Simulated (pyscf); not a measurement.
Homolytic dissociation enthalpies at 298 K of Ge–Ge, Ge–Si, Si–Si bonds in 8 gas-phase molecules, in kcal/mol. Optimised with ωB97X-D3(BJ)/def2-SVP in PySCF. Both columns use the same structures and thermal terms. Rows were drawn at random from the closed-shell molecules with such a bond whose radicals are computed, keep their shape and have no isomer in the data more than 5 kcal/mol lower.

```
row                    molecule                       radicals  PBE/def2-TZVP  ωB97M-D3(BJ)/def2-TZVP
---  --------------------------  -----------------------------  -------------  ----------------------
1                  HO–GeH₂–GeH₃               HO–GeH₂• + GeH₃•           64.1                    65.8
2         F–SiH(SiH₃)–SiH₂–SiH₃       F–SiH•–SiH₃ + •H₂Si–SiH₃           67.0                    72.8
3    H₃Si–O–Si(SiH₃)(SiH₃)–SiH₃  H₃Si–O–Si•(SiH₃)–SiH₃ + SiH₃•           66.3                    72.1
4              F–SiH(SiH₃)–GeH₃            F–SiH•–SiH₃ + GeH₃•           67.5                    70.6
5            Cl–GeH₂–GeH(Cl)–Cl          Cl–GeH₂• + Cl–GeH•–Cl           59.0                       ?
6            H₃Si–Si(Cl)(Cl)–Cl          SiH₃• + Cl–Si•(Cl)–Cl           70.5                    77.6
7     HO–SiH₂–Si(OH)(SiH₃)–SiH₃   HO–SiH₂• + HO–Si•(SiH₃)–SiH₃           63.8                    70.9
8               Cl–GeH₂–GeH₂–Cl            Cl–GeH₂• + Cl–GeH₂•           62.3                    64.8
```

Q: Fit a line that carries the PBE values to the last column and predict row 5.

A: In the 7 complete rows the last column lies 1.7 to 7.1 kcal/mol from PBE (mean 4.7, median 5.8). Least squares gives y = -21.6 + 1.40·x with residuals of 1.8 kcal/mol (root mean square). For row 5: -21.6 + 1.40 × 59.0 = 61.0 kcal/mol, an extrapolation. The computed value is 62.8 kcal/mol, 1.8 over the line. Elements up to Kr have no core potential and no relativistic terms here.
